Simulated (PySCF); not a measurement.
## How exact exchange moves a shielding

Molecule: `InChI=1S/C3H9N/c1-3(2)4/h3H,4H2,1-2H3`.

Molfile (atoms numbered from 1):
```
C3H9N
     RDKit          3D

 13 12  0  0  0  0  0  0  0  0999 V2000
   -0.6247    1.1382    0.4914 C   0  0  0  0  0  0  0  0  0  0  0  0
   -0.0549    0.0072   -0.3510 C   0  0  0  0  0  0  0  0  0  0  0  0
    1.3315   -0.3979    0.1256 C   0  0  0  0  0  0  0  0  0  0  0  0
   -0.9409   -1.1431   -0.2617 N   0  0  0  0  0  0  0  0  0  0  0  0
    0.0211    2.0284    0.4533 H   0  0  0  0  0  0  0  0  0  0  0  0
   -0.7236    0.8161    1.5398 H   0  0  0  0  0  0  0  0  0  0  0  0
   -1.6241    1.4357    0.1345 H   0  0  0  0  0  0  0  0  0  0  0  0
    0.0500    0.3884   -1.3923 H   0  0  0  0  0  0  0  0  0  0  0  0
    1.7472   -1.2051   -0.4991 H   0  0  0  0  0  0  0  0  0  0  0  0
    1.2821   -0.7657    1.1624 H   0  0  0  0  0  0  0  0  0  0  0  0
    2.0313    0.4504    0.0839 H   0  0  0  0  0  0  0  0  0  0  0  0
   -0.5979   -1.9000   -0.8508 H   0  0  0  0  0  0  0  0  0  0  0  0
   -1.8665   -0.9049   -0.6138 H   0  0  0  0  0  0  0  0  0  0  0  0
  1  2  1  0
  2  3  1  0
  2  4  1  0
  1  5  1  0
  1  6  1  0
  1  7  1  0
  2  8  1  0
  3  9  1  0
  3 10  1  0
  3 11  1  0
  4 12  1  0
  4 13  1  0
M  END
```

GIAO shieldings (ppm, equivalent atoms averaged) in PySCF 2.14 on the PBE0-D3(BJ)/def2-SVP geometry, basis pcSseg-2, gas phase, non-relativistic:

| functional | exact exchange (%) | σ(C2) | σ(N4) |
| --- | --- | --- | --- |
| BLYP | 0 | 124.0 | 190.3 |
| BP86 | 0 | 129.7 | 196.2 |
| PBE | 0 | 130.0 | 196.1 |
| PBE0 | 25 | 137.3 | 203.8 |
| mPW1PW91 | 25 | 136.6 | 203.4 |
| BHandHLYP | 50 | 138.5 | 204.7 |
| HF | 100 | 150.1 | 215.4 |

**Question.** Fit each shielding as a line in the percentage of exact exchange.

**Answer.** σ(C2) = 129.0 + 0.22 x (rms 2.4 ppm); σ(N4) = 195.5 + 0.21 x (rms 2.6 ppm). The functionals also differ in their semilocal parts, which the line can't hold; Hartree–Fock has no correlation at all.

**Question.** What does the line predict for B3LYP (20 %), and what does the run give?

**Answer.** σ(C2): 133.4 predicted, 130.5 computed; σ(N4): 199.7 predicted, 197.0 computed ppm.
